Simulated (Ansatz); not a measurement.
Input and output for `NC1CC1`.

```yaml
crystal:
  periodic: [false, false, false]
  atoms:
    - {symbol: N, position_ang: [-1.135522, 0.917283, -0.437489]}
    - {symbol: C, position_ang: [0.169602, 0.484596, -0.035747]}
    - {symbol: C, position_ang: [0.236429, -0.640950, 0.946444]}
    - {symbol: C, position_ang: [0.601350, -0.873270, -0.489400]}
    - {symbol: H, position_ang: [-1.110661, 1.345610, -1.354472]}
    - {symbol: H, position_ang: [-1.508495, 1.599295, 0.211119]}
    - {symbol: H, position_ang: [0.960543, 1.230862, 0.044523]}
    - {symbol: H, position_ang: [1.026737, -0.632344, 1.686417]}
    - {symbol: H, position_ang: [-0.711622, -1.038943, 1.285136]}
    - {symbol: H, position_ang: [1.643534, -1.025014, -0.740492]}
    - {symbol: H, position_ang: [-0.106597, -1.424125, -1.095440]}
basis:
  gaussian: {orbitals: aug-cc-pVDZ}
magnetization: {spin_polarized: true, initial_magnetization: 2}
hamiltonian: {xc: {name: SPW92}}
accuracy: high
scf: {lower_state_search: light}
```

```sh
$ ansatz run in.yaml --threads 4 --pin off --events-out ev --progress --plain --max-ram 10444MiB
```

It prints (some lines left out):

```
Functional definition: SPW92
3032 factors; integrals over basis functions are off by at most 2.9e-9 eV
mean field evaluation 1: about -4640.3721 eV, gradient 6.6e1 eV
mean field evaluation 2: about -4468.2560 eV, gradient 1.5e2 eV
mean field evaluation 4: about -4653.9951 eV, gradient 4.7e1 eV
mean field evaluation 8: about -4666.4336 eV, gradient 5.8e-1 eV
mean field evaluation 16: about -4666.4362 eV, gradient 1.6e-3 eV
mean field -4666.43619879 eV, -171.4883672813 hartree, gradient 6.3e-8 eV, S^2 2.001444; 8 other end points of the search recorded, 0 dependent functions left out
reference -4666.43620235 eV, -171.4883674123 hartree; 17, 15 occupied and 138, 140 virtual orbitals, 3032 factors
Total energy: -4666.43620235 eV, -171.4883674123 hartree
```

Run time 6 s (4 threads of an Arm Neoverse V2 on a shared host); peak host memory 0.76 GiB.
